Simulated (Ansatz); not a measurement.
# Al2H (doublet): the correlation ladder at distance Al1–Al2 = 3.672 Å, 6-31G

How much of the correlation energy of Al2H (doublet) does each wave-function method recover here?

Computed with Ansatz 0.2.0, Gaussian basis. Level: 6-31G, core rule «outside noble gas», up to 10 orbitals frozen.

To be run: UHF; CCSD(T) on ROHF; CCSD(T) on UHF; BCCD(T) on ROHF; CISD; CCSDT(Q) on ROHF; CCSDT(Q) on UHF; CISDTQ; CCSDTQ on ROHF; CCSDTQ on UHF; CASSCF and MRCISD+Q, 3 electrons in 3 orbitals; CASSCF and NEVPT2, 3 electrons in 3 orbitals; CASSCF and MRCISD+Q, 7 electrons in 9 orbitals; CASSCF and NEVPT2, 7 electrons in 9 orbitals; Full CI.

17 further runs of the same task are left out: 13 that didn't finish, 4 set aside as unsound or not needed.

**1. The geometry**

The geometry derives from a PBE0/def2-TZVP stationary point (not a proven minimum). One bond is set to the value named and the two fragments are kept rigid.

3 atoms, charge 0, spin multiplicity 2.

Atoms are counted from 1 here; the program's logs count them from 0.

Bond lengths: Al1–H3 1.619 Å.

**2. UHF**

Input file in.yaml:

```yaml
crystal:
  periodic: [false, false, false]
  atoms:
    - {symbol: Al, position_ang: [0.000000, 0.000000, 0.684257]}
    - {symbol: Al, position_ang: [0.000000, 0.000000, -2.987743]}
    - {symbol: H, position_ang: [0.000000, 0.000000, 2.303487]}
basis:
  gaussian: {orbitals: 6-31G}
magnetization: {spin_polarized: true, initial_magnetization: 1}
hamiltonian: {xc: hf}
output: {orbitals: {seedname: orbitals}}
```

On the command line:

```console
> ansatz run in.yaml --threads 1 --pin off --events-out ev --progress --plain --max-ram 2393MiB
```

Further steps of the session: CCSD(T) on ROHF; CCSD(T) on UHF; BCCD(T) on ROHF; CISD; CCSDT(Q) on ROHF; CCSDT(Q) on UHF; CISDTQ; CCSDTQ on ROHF; CCSDTQ on UHF; CASSCF and MRCISD+Q, 3 electrons in 3 orbitals; CASSCF and NEVPT2, 3 electrons in 3 orbitals; CASSCF and MRCISD+Q, 7 electrons in 9 orbitals; CASSCF and NEVPT2, 7 electrons in 9 orbitals; Full CI.

Q: Predict the results of all the runs planned. Wanted: FCI below the RHF energy; RMP2 from FCI; UMP2 from FCI; RCCSD from FCI; RCCSD(T) from FCI; UCCSD(T) from FCI; RCCSDT(Q) from FCI; UCCSDT(Q) from FCI; MRCISD+Q pair from FCI.

As calculated:

```
                         quantity                                                                                                                          value
         FCI below the RHF energy                                                                                                                     -2.1725 eV
                    RMP2 from FCI                                                                                                                   +82.4 kJ/mol
                    UMP2 from FCI                                                                                                                   +82.4 kJ/mol
                   RCCSD from FCI                                                                                                                    +5.1 kJ/mol
                RCCSD(T) from FCI                                                                                                                    +2.2 kJ/mol
                UCCSD(T) from FCI                                                                                                                    +2.2 kJ/mol
               RCCSDT(Q) from FCI                                                                                                                    +0.1 kJ/mol
               UCCSDT(Q) from FCI                                                                                                                    +0.1 kJ/mol
           MRCISD+Q pair from FCI                                                                                                                    -4.5 kJ/mol
          NEVPT2 valence from FCI                                                                                                                   +18.4 kJ/mol
        MRCISD+Q valence from FCI                                                                                                                    +1.7 kJ/mol
levels within 1 kcal/mol (43 meV)  RCCSD(T), UCCSD(T), BCCD(T), RCCSDT, UCCSDT, CISDTQ, RCCSDT(Q), UCCSDT(Q), RCCSDTQ, UCCSDTQ, MRCISD valence, MRCISD+Q valence
                    T1 diagnostic                                                                                                                          0.044
   effectively unpaired electrons                                                                                                                           1.14
```

What this shows: RCCSD(T) misses by +2.2 kJ/mol, 1.1 % of the correlation energy. MRCISD+Q pair falls below full CI: the +Q correction isn't variational, and the cores differ from full CI's. The occupations are near whole numbers, but T1 = 0.044 shows that the orbitals relax strongly. Of the multireference levels listed MRCISD+Q valence comes nearest in total energy (+1.7 kJ/mol), which doesn't show that its space is the better one. These misses are within one basis, not against nature; the frozen cores of restricted and unrestricted runs differ, which can shift their rows.
